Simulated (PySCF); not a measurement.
One of the candidates below gave these computed data.

All candidates are C5H11N.

- Dipole: 1.31 D [CAM-B3LYP/def2-SVPD]
- Rotational structure: rotational constants A, B, C: 5.825, 3.207, 2.468 GHz [GFN2-xTB]
- UV, first state: lowest singlet excitation: 6.25 eV (198 nm, f = 0.025) [TDDFT CAM-B3LYP/def2-SVPD]
- Triplet: lowest triplet excitation (Tamm–Dancoff): 5.97 eV [TDA CAM-B3LYP/def2-SVPD]
- Polarisability: 65.6 au [CAM-B3LYP/def2-SVPD]

Electronic properties: PySCF, gas phase, density fitting. Levels stand in brackets. One conformer (not necessarily the lowest) at the GFN2-xTB geometry, without solvent, vibrations or thermal averaging.

**Question.** Which candidate is it?
A. `CN1CCCC1`
B. `NC1CCCC1`
C. `CCN1CCC1`

**Answer.** B. It is `NC1CCCC1`. Numbering: `[NH2:1][CH:2]1[CH2:3][CH2:4][CH2:5][CH2:6]1`. Its formula, C5H11N, gives 1 degree of unsaturation: 1 ring and 0 π bonds in the structure found. The optimised geometry has point group C1 and is an asymmetric top.

The others, at the same levels:
- `CN1CCCC1` fails: its computed lowest singlet excitation is 6.06 eV (204 nm, f = 0.021) (against 6.25 eV), static isotropic polarisability is 67.2 au (against 65.6 au) and rotational constant A is 6.713 GHz (against 5.825 GHz).
- `CCN1CCC1` fails: its computed static isotropic polarisability is 67.6 au (against 65.6 au), rotational constant A is 8.582 GHz (against 5.825 GHz) and smallest rotational constant is 2.043 GHz (against 2.468 GHz).

Each candidate is one conformer, not necessarily the lowest. The conformers computed, where there is a choice (atom-mapped SMILES and torsion angles):
- `[CH3:1][CH2:2][N:3]1[CH2:4][CH2:5][CH2:6]1`: C1–C2–N3–C4 -179°

The conformers of `NC1CCCC1` and `CN1CCCC1` aren't listed.
